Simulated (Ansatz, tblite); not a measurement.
# Si(NH2)2H2 (SiN2H6): a ladder of methods and basis sets

How do method and basis change the picture of Si(NH2)2H2 (SiN2H6) (singlet)?

The runs use Ansatz 0.2.0, Gaussian basis; as each input shows.

Plan: GFN1-xTB, GFN2-xTB, PBE-D4/def2-TZVP, r2SCAN-D4/def2-TZVP, BHLYP-D4/def2-TZVP, PBE-QIDH/def2-TZVP, B97M-V/def2-TZVP, LDA/def2-TZVP, HSE06-D4/def2-TZVP, revPBE-D4/def2-TZVP, r2SCANh-D4/def2-TZVP, LC-ωPBE(0.10)/def2-TZVP, LC-ωPBE(0.15)/def2-TZVP, LC-ωPBE(0.20)/def2-TZVP, LC-ωPBE(0.30)/def2-TZVP, PBE-D4/def2-SVP, PBE0-D4/def2-SVP, PBE0-D4/def2-TZVPD, PBE-D4/def2-TZVPD, r2SCAN-D4/def2-TZVPD, CCSD(T)/def2-TZVPP, MP2/def2-TZVP, RPA/def2-TZVP, CCSD(T)/def2-TZVPD.

1 further run of the same task is left out (it didn't finish). Runs told in other sessions of the task aren't counted.

## 1. The geometry

The singlet was relaxed beforehand with PBE-D4/def2-TZVP.

9 atoms, charge 0, spin multiplicity 1.

Bond lengths: Si1–N2 1.726 Å, Si1–N5 1.725 Å, Si1–H8 1.502 Å, Si1–H9 1.502 Å, N2–H3 1.016 Å, N2–H4 1.015 Å, N5–H6 1.016 Å, N5–H7 1.015 Å. Angles: N2–Si1–N5 107.9°, N2–Si1–H8 103.1°, N2–Si1–H9 117.8°, N5–Si1–H8 117.8°, N5–Si1–H9 103.0°, H8–Si1–H9 108.0°, Si1–N2–H3 120.7°, Si1–N2–H4 119.7°, H3–N2–H4 111.7°, Si1–N5–H6 120.9°, Si1–N5–H7 119.7°, H6–N5–H7 111.7°.

PBE0-D4/def2-TZVP was run before; its log isn't repeated, and its numbers join the tables.

## 2. GFN1-xTB

Tight binding, by tblite at 300 K electronic temperature and without a spin-polarisation term:

```python
tblite.interface.Calculator('GFN1-xTB', numbers, positions, charge=0, uhf=0).singlepoint()
```

Energy -315.1310 eV, HOMO -11.00 eV, LUMO -3.92 eV; 0.004 s.

## 3. GFN2-xTB

Tight binding, by tblite at 300 K electronic temperature and without a spin-polarisation term:

```python
tblite.interface.Calculator('GFN2-xTB', numbers, positions, charge=0, uhf=0).singlepoint()
```

Energy -289.9898 eV, HOMO -10.03 eV, LUMO -3.76 eV; 0.003 s.

## 4. PBE-D4/def2-TZVP

start.molden holds the orbitals of an earlier run on this state, given as this run's starting guess.

File in.yaml:

```yaml
crystal:
  periodic: [false, false, false]
  atoms:
    - {symbol: Si, position_ang: [-0.451956, 0.005869, -0.314143]}
    - {symbol: N, position_ang: [-0.408381, 0.153306, 1.404679]}
    - {symbol: H, position_ang: [-0.020644, -0.589690, 1.978821]}
    - {symbol: H, position_ang: [-1.152773, 0.648616, 1.885407]}
    - {symbol: N, position_ang: [1.171996, -0.158717, -0.873291]}
    - {symbol: H, position_ang: [1.857007, 0.572637, -0.707040]}
    - {symbol: H, position_ang: [1.357898, -0.657937, -1.737346]}
    - {symbol: H, position_ang: [-1.218906, 1.225303, -0.740557]}
    - {symbol: H, position_ang: [-1.134242, -1.199397, -0.896530]}
basis:
  gaussian: {orbitals: def2-TZVP, initial_orbitals: start.molden}
hamiltonian: {xc: pbe, dispersion: d4}
scf: {omitted_lower_state_checks: [starts]}
output: {orbitals: {seedname: orbitals}}
```

Started as:

```console
$ ansatz run in.yaml --threads 4 --pin off --events-out ev --progress --plain --max-ram 3916MiB
```

After this run come: r2SCAN-D4/def2-TZVP; BHLYP-D4/def2-TZVP; PBE-QIDH/def2-TZVP; B97M-V/def2-TZVP; LDA/def2-TZVP; HSE06-D4/def2-TZVP; revPBE-D4/def2-TZVP; r2SCANh-D4/def2-TZVP; LC-ωPBE(0.10)/def2-TZVP; LC-ωPBE(0.15)/def2-TZVP; LC-ωPBE(0.20)/def2-TZVP; LC-ωPBE(0.30)/def2-TZVP; PBE-D4/def2-SVP; PBE0-D4/def2-SVP; PBE0-D4/def2-TZVPD; PBE-D4/def2-TZVPD; r2SCAN-D4/def2-TZVPD; CCSD(T)/def2-TZVPP; MP2/def2-TZVP; RPA/def2-TZVP; CCSD(T)/def2-TZVPD.

Q: Predict the results of all the runs planned. Wanted: gap in def2-TZVP, named functionals, smallest and largest; gap over the ω; correlation energy, CCSD(T)/def2-TZVPP; correlation energy, MP2/def2-TZVP; correlation energy, CCSD(T)/def2-TZVPD; binding an atom, CCSD(T)/def2-TZVPP; PBE0 total energy, smallest basis above largest.

**Answer**, as computed:

```
                                                 quantity                               value
gap in def2-TZVP, named functionals, smallest and largest  5.91 eV (LDA), 10.21 eV (BHLYP-D4)
                                  gap over the ω (1/bohr)     8.83 eV at 0.1, 12.23 eV at 0.3
                   correlation energy, CCSD(T)/def2-TZVPP                           -16.77 eV
                        correlation energy, MP2/def2-TZVP                           -14.80 eV
                   correlation energy, CCSD(T)/def2-TZVPD                           -16.45 eV
                      binding an atom, CCSD(T)/def2-TZVPP                            3.345 eV
          PBE0 total energy, smallest basis above largest      6.69 eV (def2-SVP, def2-TZVPD)
```

**Reading.** Over the named functionals in def2-TZVP the gap runs from 5.91 eV (LDA) to 10.21 eV (BHLYP-D4); exact exchange widens it. Raising the ω (1/bohr) from 0.1 to 0.3 moves the HOMO by -2.09 eV and the LUMO by +1.30 eV. The functionals in def2-TZVP miss CCSD(T)/def2-TZVPP by +0.017 (BHLYP-D4) to +0.542 eV (LDA) an atom. CCSD(T)/def2-TZVPP isn't at the basis-set limit; small misses against it rank nothing.
